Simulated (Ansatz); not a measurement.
# C2H5F2N: a ladder of functionals and wavefunction methods

Aim: compute C2H5F2N with functionals from several rungs and with coupled cluster, and see how far each lands from CCSD(T) at the basis-set limit for the atomisation energy.

The runs use Ansatz 0.2.0, Gaussian basis; functionals in def2-TZVPP, the program's frozen cores in correlated methods.

Levels to be run: PBE-D4, r2SCAN-D4, PBE0-D4, B3LYP-D4, ωB97X-V, ωB97M-V, B2PLYP; CCSD(T)/def2-TZVPP; MP2/def2-QZVPP; extrapolation to the limit.

### Step 1. Structure used throughout

All runs share one geometry, relaxed beforehand with PBE0-D4 in a triple-zeta def2 set.

SMILES `NCC(F)F`, 10 atoms, charge 0, spin multiplicity 1.

Atoms are counted from 1 here; the program's logs count them from 0.

Bond lengths: N1–C2 1.443 Å, N1–H6 1.012 Å, N1–H7 1.012 Å, C2–C3 1.512 Å, C2–H8 1.094 Å, C2–H9 1.094 Å, C3–F4 1.361 Å, C3–F5 1.361 Å, C3–H10 1.096 Å. Angles: C2–N1–H6 110.4°, C2–N1–H7 110.4°, H6–N1–H7 107.2°, N1–C2–C3 115.3°, N1–C2–H8 109.6°, N1–C2–H9 109.6°, C3–C2–H8 107.5°, C3–C2–H9 107.5°, H8–C2–H9 106.9°, C2–C3–F4 110.2°, C2–C3–F5 110.2°, C2–C3–H10 113.6°, F4–C3–F5 106.8°, F4–C3–H10 107.9°, F5–C3–H10 107.9°.

Coordinates:

```xyz
10
C2H5F2N
N    -1.4141    0.3419    0.0631
C    -0.2726   -0.4552    0.4410
C     1.0342   -0.0586   -0.2075
F     0.9287   -0.1333   -1.5627
F     1.3350    1.2347    0.0929
H    -1.2586    1.3145    0.2970
H    -1.5619    0.2950   -0.9374
H    -0.4586   -1.5045    0.1933
H    -0.1316   -0.4050    1.5248
H     1.8826   -0.6806    0.0982
```

### Step 2. PBE-D4 (GGA)

Input file in.yaml:

```yaml
crystal:
  periodic: [false, false, false]
  atoms:
    - {symbol: N, position_ang: [-1.414101, 0.341869, 0.063115]}
    - {symbol: C, position_ang: [-0.272589, -0.455202, 0.440985]}
    - {symbol: C, position_ang: [1.034157, -0.058584, -0.207474]}
    - {symbol: F, position_ang: [0.928655, -0.133264, -1.562721]}
    - {symbol: F, position_ang: [1.335023, 1.234733, 0.092890]}
    - {symbol: H, position_ang: [-1.258599, 1.314548, 0.297022]}
    - {symbol: H, position_ang: [-1.561936, 0.294961, -0.937355]}
    - {symbol: H, position_ang: [-0.458568, -1.504545, 0.193317]}
    - {symbol: H, position_ang: [-0.131571, -0.405021, 1.524796]}
    - {symbol: H, position_ang: [1.882629, -0.680594, 0.098225]}
basis:
  gaussian: {orbitals: def2-TZVPP}
hamiltonian: {xc: pbe, dispersion: d4}
output: {forces: true, orbitals: {seedname: orbitals}}
```

Started as:

```sh
> ansatz run in.yaml --threads 4 --pin off --events-out ev --progress --plain --max-ram 10444MiB
```

Further steps of the session: r2SCAN-D4 (meta-GGA); PBE0-D4 (hybrid); B3LYP-D4 (hybrid); ωB97X-V (range-separated); ωB97M-V (range-separated); B2PLYP (double hybrid); CCSD(T) in def2-TZVPP; MP2 in def2-QZVPP.

Q: Predict the results of all the runs planned. Wanted: atomisation energy, CCSD(T)/CBS; farthest; mean size of error, hybrid; mean size of error, range-separated; gap, smallest and largest; T1 diagnostic; triples share of the correlation energy.

As calculated:

| quantity | value |
| --- | --- |
| atomisation energy, CCSD(T)/CBS | 904.5 kcal/mol |
| functionals within 4.5 kcal/mol (0.5 %) | r2SCAN-D4, PBE0-D4, B3LYP-D4, ωB97X-V, ωB97M-V |
| farthest | PBE-D4 (+29.0 kcal/mol) |
| mean size of error, hybrid | 2.3 kcal/mol |
| mean size of error, range-separated | 4.1 kcal/mol |
| gap, smallest and largest | 6.13 eV (PBE-D4), 12.94 eV (ωB97X-V) |
| T1 diagnostic | 0.0108 |
| triples share of the correlation energy | 3.3 % |

PBE-D4 misses by +29.0 kcal/mol. Double hybrids carry the basis error of their MP2 part in triple zeta, and no dispersion term here, so their miss is partly the set-up's. Misses under about 4.5 kcal/mol are within the doubt on the reference itself, which lacks core-valence correlation, relativity and higher excitations. Hartree-Fock recovers 70 % of the binding; the rest is correlation. Orbital gaps span 6.1 to 12.9 eV; exact exchange widens them.
